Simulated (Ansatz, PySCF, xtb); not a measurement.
Acid–base and redox partners of C[SiH3]. Isolated molecules, 0 K electronic values unless said otherwise. Strings in code marks are SMILES.

Quantity: gas-phase deprotonation enthalpy at 298 K, in kcal/mol. Enthalpy corrections at 298 K come from GFN2-xTB frequencies (xtb). Levels without diffuse functions put anions too high.

Level 1: frozen-core CCSD(T)/aug-cc-pVTZ // B3LYP-D3(BJ)/def2-TZVPD (Ansatz, a program for electronic structure)
Level 2: PBE-D3(BJ)/def2-TZVPD // B3LYP-D3(BJ)/def2-TZVPD (PySCF)
Level 3: B3LYP/6-311+G** // B3LYP-D3(BJ)/def2-TZVPD (PySCF)
Level 4: B3LYP/6-31G* // B3LYP-D3(BJ)/def2-TZVPD (PySCF)

| species | level 1 | level 2 | level 3 | level 4 |
|---|---|---|---|---|
| proton removed from Si2: `C[SiH2-]` | 379.7 | 376.9 | 379.7 | 386.9 |
| proton removed from C1: `[CH2-][SiH3]` (not the most acidic site) | 390.7 | 387.1 | 391.2 | 405.5 |
